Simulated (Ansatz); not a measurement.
# AlPH (sextet): wave-function methods side by side, def2-QZVPP

An exercise on one series of results from a longer session: the logs are not shown, and one member is left open.

Computed with Ansatz 0.2.0, Gaussian basis. Level: def2-QZVPP, core rule «outside noble gas», up to 10 orbitals frozen.

The runs, in order: UHF; ROHF; CCSD(T) on UHF.

## What is computed

The geometry is a PBE0/def2-TZVP stationary point (not a proven minimum) of the parent state, kept for this charge and spin.

3 atoms, charge 0, spin multiplicity 6.

Atoms are counted from 1 here; the program's logs count them from 0.

Bond lengths: Al1–P2 2.386 Å, Al1–H3 1.614 Å. Angles: P2–Al1–H3 114.3°.

Set-up of the first run:

in.yaml reads:

```yaml
crystal:
  periodic: [false, false, false]
  atoms:
    - {symbol: Al, position_ang: [0.000000, -0.107696, 1.237712]}
    - {symbol: P, position_ang: [0.000000, 0.051009, -1.143237]}
    - {symbol: H, position_ang: [0.000000, 1.315423, 1.999097]}
basis:
  gaussian: {orbitals: "def2-QZVPP.json"}
magnetization: {spin_polarized: true, initial_magnetization: 5}
hamiltonian: {xc: hf}
output: {orbitals: {seedname: orbitals}}
```

Started as:

```
> ansatz run in.yaml --threads 1 --pin off --events-out ev --progress --plain --max-ram 4096MiB --backend cpu
```

Steps of the session up to this table: UHF; ROHF; CCSD(T) on UHF.

One table of the session follows, with a row left open; its other results are not shown here.

```
  method  from UCCSD(T) (kJ/mol)
    ROHF                  +489.2
     UHF                       ?
    UMP2                   +99.5
   UCCSD                   +22.6
UCCSD(T)                       0
```

**Question.** Estimate the row for UHF.

The run gave: from UCCSD(T) (kJ/mol): +484.4. In the column «from UCCSD(T) (kJ/mol)» it lies between UMP2 (+99.5) and ROHF (+489.2).
